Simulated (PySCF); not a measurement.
Compound: AlH2(vinyl), C2H5Al.
Bonds: Al1–C4, C4–C5. Hydrogens: H2, H3 on Al1; H6 on C4; H7, H8 on C5.

The calculation used PBE0-D3(BJ)/def2-SVP geometry optimisation, gas phase in PySCF.

Problem. What internal coordinates does the optimisation give?

Solution. 
| bond | length (Å) |
| --- | --- |
| Al1–H2, Al1–H3 | 1.592 |
| Al1–C4 | 1.945 |
| C4–C5 | 1.345 |
| C4–H6 | 1.099 |
| C5–H7 | 1.098 |
| C5–H8 | 1.098 |

Bonds in one row agree within 0.01 Å and their mean is given. A selection of angles:
| angle | degrees |
| --- | --- |
| H2–Al1–H3 | 121.0 |
| H2–Al1–C4 | 121.9 |
| H3–Al1–C4 | 117.1 |
| Al1–C4–C5 | 120.3 |
| Al1–C4–H6 | 123.2 |
| C5–C4–H6 | 116.5 |
| C4–C5–H7 | 121.8 |
| C4–C5–H8 | 122.9 |
| H7–C5–H8 | 115.2 |

Al1 (aluminium bonded to C and 2 H) is planar (angles 121.9°, 121.0° and 117.1°, sum 360.0°, 0.00 Å off the plane of its three neighbours).

Point group: Cs (every atom within 0.08 Å of its image). PBE0-D3(BJ)/def2-SVP frequencies: not computed here. One conformer, not necessarily the lowest (Al1–C4–C5–H 0° and 180°).
